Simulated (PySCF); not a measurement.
## Dipole moment and polarisability of `C=[PH3]`

CH5P.
Geometry (GFN2-xTB, Å), atoms numbered from 1 in this order:
```
atom  x, y, z in Å
C1     1.1241    0.1092    0.1724
P2    -0.5549   -0.0115   -0.0040
H3     1.5487    0.7436   -0.6028
H4     1.5847   -0.8766    0.1769
H5    -1.1307    1.2347    0.1369
H6    -1.0887   -0.6967    1.0683
H7    -1.4798   -0.4979   -0.9748
```

Level: PBE0/def2-SVPD (PySCF), static field, nuclei fixed, core orbitals frozen in the response. The polarisability tensor in these axes (au):

```
x   55.77  3.17  5.72
y    3.17 36.79  1.44
z    5.72  1.44 38.78
```

Problem. Give the principal values, the mean and the anisotropy Δα = √{½[(α1 − α2)² + (α2 − α3)² + (α1 − α3)²]}.

Solution. Principal values 36.03, 37.23 and 58.08 au; mean 43.78 au = 6.49 Å³ = 7.22 × 10⁻⁴⁰ C²·m²/J; Δα = 21.47 au (49 % of the mean).

Problem. What is the dipole moment, and where does it point?

Solution. (-2.27, -0.44, -0.82) D, 2.45 D in size, pointing from the negative to the positive side. Measured along this direction, the outermost atoms are H4 and H3 at the negative end and H7 at the positive end.

Problem. Form Σ f/ω² (atomic units) for the 8 lowest TDDFT singlets, given as eV and f, and set it beside the mean polarisability, which is this sum over all singlets: 4.67, 0.0779; 5.04, 0.0471; 5.12, 0.0004; 6.45, 0.0787; 6.91, 0.0138; 7.11, 0.0109; 7.67, 0.1804; 8.27, 0.0022.

Solution. They add up to 8.10 au, 18.5 % of the 43.78 au; the largest single term is 2.64 au, from the state at 4.67 eV. Terms in order: 2.64, 1.38, 0.01, 1.40, 0.21, 0.16, 2.27, 0.02 au. Higher excitations give the rest. The strengths listed sum to 0.412.

Problem. Refractivity n − 1 of an ideal gas of it at 500 K and 1 atm, from the electronic α?

Solution. N = p/kT = 1.4678 × 10¹⁹ cm⁻³, so n − 1 = 2π × N × 6.49 × 10⁻²⁴ cm³ = 598 × 10⁻⁶ at long wavelengths.

Problem. Find the Langevin capture rate constant for O2+ (31.990 u) meeting this molecule (48.013 u), k = 2.342 × 10⁻⁹ cm³/s × √(α in Å³ / reduced mass in u).

Solution. The reduced mass is 19.20 u, so k = 1.36 × 10⁻⁹ cm³/s. The formula leaves out the permanent dipole, which adds to the capture rate.

Isolated species at its GFN2-xTB geometry, gas phase.
